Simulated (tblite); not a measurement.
# H2O3S2: the cost of one run

Computed with tblite 0.8.0 and PySCF 2.14.0; each step states its level. No surroundings beyond the atoms listed, unless a continuum is named. Atoms count from 0, parts from 1.

## 1. Starting point

7 atoms, charge 0, multiplicity 1; geometry: rigid parts in contact. Parts: 1 = atoms 0–3, `O=S(=O)=O`, charge 0; 2 = atoms 4–6, `S`, charge 0.

## 2. Search for minima with GFN2-xTB

The job: settings as JSON, then the geometry in Å.

```
{"job": {"kind": "dock", "xc": "GFN2-xTB", "basis": "xTB"}, "charge": 0, "multiplicity": 1, "parts": [{"atoms": "0-3", "charge": 0, "multiplicity": 1}, {"atoms": "4-6", "charge": 0, "multiplicity": 1}]}
O      1.260599    -0.648339    -0.028928
S     -0.000031     0.000008     0.000056
O     -0.109683     1.313900     0.521684
O     -1.150885    -0.665569    -0.492812
S     -0.121968    -0.685217     3.001986
H     -0.235836    -1.535985     1.990274
H     -0.860452    -1.447637     3.798213
```

Level: GFN2-xTB search for minima from random contacts, gas phase.

Run with:

```sh
> OMP_NUM_THREADS=1 python cluster_run.py task.json out
```

One launch serves the whole session: the jobs run in the order shown.

Q: Estimate the wall time of this first job on 1 thread of Arm Neoverse V1, shared host.

About 4.5 s.
